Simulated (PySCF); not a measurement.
PySCF input (M06-2X/6-31G* (5d)):

```python
from pyscf import gto, dft

mol = gto.M(
    atom='''
    S     0.00008847    0.23160742   -0.44340035
    O    -0.00913114    1.47909038    0.36871709
    C     1.35685821   -0.79445686    0.19502839
    C    -1.34932659   -0.80911957    0.18682947
    H     1.25281814   -0.88687215    1.27606774
    H    -2.27826206   -0.29833962   -0.06004470
    H     1.34325030   -1.77162955   -0.28833934
    H     2.28168311   -0.27363282   -0.04622945
    H    -1.32220226   -1.78607156   -0.29641485
    H    -1.25084331   -0.90043755    1.26848240
    ''',
    basis='6-31g*',
    charge=0,
    spin=0,
    verbose=4,
)

mf = dft.RKS(mol, xc='m062x')
mf.grids.level = 4
mf.conv_tol = 1e-9
mf.max_cycle = 100
mf.max_memory = 1500
mf.kernel()
if not mf.converged:
    mf = mf.newton()
    mf.kernel(mf.make_rdm1())
mf.dip_moment()
```

Output:

```
PySCF version 2.14.0

[INPUT] verbose = 4
[INPUT] num. atoms = 10
[INPUT] num. electrons = 42
[INPUT] charge = 0
[INPUT] spin (= nelec alpha-beta = 2S) = 0
[INPUT] symmetry False subgroup None
[INPUT] Mole.unit = angstrom
[INPUT] Symbol           X                Y                Z      unit          X                Y                Z       unit  Magmom
[INPUT]  1 S      0.000088470000   0.231607420000  -0.443400350000 AA    0.000167184070   0.437674592217  -0.837905225036 Bohr   0.0
[INPUT]  2 O     -0.009131140000   1.479090380000   0.368717090000 AA   -0.017255353805   2.795075731679   0.696774317547 Bohr   0.0
[INPUT]  3 C      1.356858210000  -0.794456860000   0.195028390000 AA    2.564090406768  -1.501305883182   0.368550243615 Bohr   0.0
[INPUT]  4 C     -1.349326590000  -0.809119570000   0.186829470000 AA   -2.549857707693  -1.529014389326   0.353056530298 Bohr   0.0
[INPUT]  5 H      1.252818140000  -0.886872150000   1.276067740000 AA    2.367483168487  -1.675945471004   2.411418544993 Bohr   0.0
[INPUT]  6 H     -2.278262060000  -0.298339620000  -0.060044700000 AA   -4.305291333387  -0.563780173907  -0.113468038232 Bohr   0.0
[INPUT]  7 H      1.343250300000  -1.771629550000  -0.288339340000 AA    2.538375183740  -3.347894643686  -0.544882383538 Bohr   0.0
[INPUT]  8 H      2.281683110000  -0.273632820000  -0.046229450000 AA    4.311756180946  -0.517091088492  -0.087360999389 Bohr   0.0
[INPUT]  9 H     -1.322202260000  -1.786071560000  -0.296414850000 AA   -2.498600152681  -3.375186087275  -0.560142885754 Bohr   0.0
[INPUT] 10 H     -1.250843310000  -0.900437550000   1.268482400000 AA   -2.363751280644  -1.701580361774   2.397084329831 Bohr   0.0

nuclear repulsion = 183.866700311064
number of shells = 38
number of NR pGTOs = 156
number of NR cGTOs = 72
basis = 6-31g*
ecp = {}

******** <class 'pyscf.dft.rks.RKS'> ********
method = RKS
initial guess = minao
damping factor = 0
level_shift factor = 0
DIIS = <class 'pyscf.scf.diis.CDIIS'>
diis_start_cycle = 1
diis_space = 8
diis_damp = 0
SCF conv_tol = 1e-09
SCF conv_tol_grad = None
SCF max_cycles = 100
direct_scf = True
direct_scf_tol = 1e-13
XC library pyscf.dft.libxc version 7.1.2
    S. Lehtola, C. Steigemann, M. J. T. Oliveira, and M. A. L. Marques,  SoftwareX 7, 1–5 (2018)
XC functionals = m062x
    Y. Zhao and D. G. Truhlar,  Theor. Chem. Acc. 120, 215 (2008)
    Y. Zhao and D. G. Truhlar,  Theor. Chem. Acc. 120, 215 (2008)
radial grids:
    Treutler-Ahlrichs [JCP 102, 346 (1995); DOI:10.1063/1.469408] (M4) radial grids

becke partition: Becke, JCP 88, 2547 (1988); DOI:10.1063/1.454033
pruning grids: <function nwchem_prune>
grids dens level: 4
symmetrized grids: False
atomic radii adjust function: <function treutler_atomic_radii_adjust>
small_rho_cutoff = 0
Set gradient conv threshold to 3.16228e-05
Initial guess from minao.
tot grids = 208416
init E= -553.595678743029
  HOMO = -0.292698637967383  LUMO = 0.00988781427296814  gap/eV = 8.23380
cycle= 1 E= -552.923044962924  delta_E= 0.673  |g|= 0.794  |ddm|= 2.99
  HOMO = -0.138193326329115  LUMO = 0.0882676008111884  gap/eV = 6.16232
cycle= 2 E= -552.648769738886  delta_E= 0.274  |g|= 1.42  |ddm|= 3.23
  HOMO = -0.276956110782699  LUMO = 0.0921052378422776  gap/eV = 10.04267
cycle= 3 E= -553.059383698256  delta_E= -0.411  |g|= 0.0824  |ddm|= 2.32
  HOMO = -0.282284851949548  LUMO = 0.0870511792264406  gap/eV = 10.05015
cycle= 4 E= -553.060700564584  delta_E= -0.00132  |g|= 0.0434  |ddm|= 0.114
  HOMO = -0.283248237455293  LUMO = 0.0889212266408483  gap/eV = 10.12725
cycle= 5 E= -553.061180563694  delta_E= -0.00048  |g|= 0.00539  |ddm|= 0.0503
  HOMO = -0.282630466541888  LUMO = 0.0897478633034248  gap/eV = 10.13293
cycle= 6 E= -553.061190354583  delta_E= -9.79e-06  |g|= 0.0011  |ddm|= 0.0085
  HOMO = -0.282874550681842  LUMO = 0.0895574441325127  gap/eV = 10.13439
cycle= 7 E= -553.061190965568  delta_E= -6.11e-07  |g|= 0.000303  |ddm|= 0.00414
  HOMO = -0.282823253248627  LUMO = 0.0896133029830066  gap/eV = 10.13451
cycle= 8 E= -553.061191018259  delta_E= -5.27e-08  |g|= 9.89e-05  |ddm|= 0.00111
  HOMO = -0.282847882425491  LUMO = 0.0895974051027086  gap/eV = 10.13475
cycle= 9 E= -553.061191023436  delta_E= -5.18e-09  |g|= 2.56e-05  |ddm|= 0.000453
  HOMO = -0.282843677537157  LUMO = 0.0896028651579637  gap/eV = 10.13479
cycle= 10 E= -553.061191023713  delta_E= -2.77e-10  |g|= 4.47e-06  |ddm|= 7.22e-05
  HOMO = -0.282845213188257  LUMO = 0.0896024995473508  gap/eV = 10.13482
Extra cycle  E= -553.061191023713  delta_E= -4.55e-13  |g|= 4.62e-06  |ddm|= 1.78e-05
converged SCF energy = -553.061191023713
Dipole moment(X, Y, Z, Debye):  0.02318, -3.94738, -0.59355
```
